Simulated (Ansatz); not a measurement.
Molecule (SMILES): [C-]#[NH+] (C-NH).
Atoms: C1, N2, H3. Bonds: C1-N2, N2-H3.

Basis-set convergence of the highest harmonic wavenumber at MP2 with Ansatz (a first-principles code). Each level at its own minimum, finite differences of forces, unscaled; the reference is a large set that could be run, not a limit. All functions are spherical. Cores are frozen. No added dispersion term, no relativity. Reference: the value in def2-QZVPP, 3831 cm⁻¹, itself unsure by roughly 7 cm⁻¹ (its mean distance from cc-pVQZ, aug-cc-pVTZ, def2-TZVPPD). Deviations are taken from unrounded values.

| basis | functions | highest harmonic wavenumber (cm⁻¹) |
|---|---|---|
| cc-pVDZ | 33 | 3819 |
| aug-cc-pVDZ | 55 | 3796 |
| 6-311G** | 42 | 3849 |
| 6-311+G** | 50 | 3836 |
| cc-pVTZ | 74 | 3837 |
| aug-cc-pVTZ | 115 | 3818 |
| def2-TZVPP | 76 | 3831 |
| def2-TZVPPD | 91 | 3826 |

What the diffuse functions change, pair by pair:
- cc-pVDZ to aug-cc-pVDZ: 22 more functions, deviation -12 to -36 cm⁻¹
- 6-311G** to 6-311+G**: 8 more functions, deviation 18 to 5 cm⁻¹
- cc-pVTZ to aug-cc-pVTZ: 41 more functions, deviation 5 to -14 cm⁻¹
- def2-TZVPP to def2-TZVPPD: 15 more functions, deviation 0 to -6 cm⁻¹

They bring the value nearer the reference by more than 7 cm⁻¹ in 1 of 4 pairs.
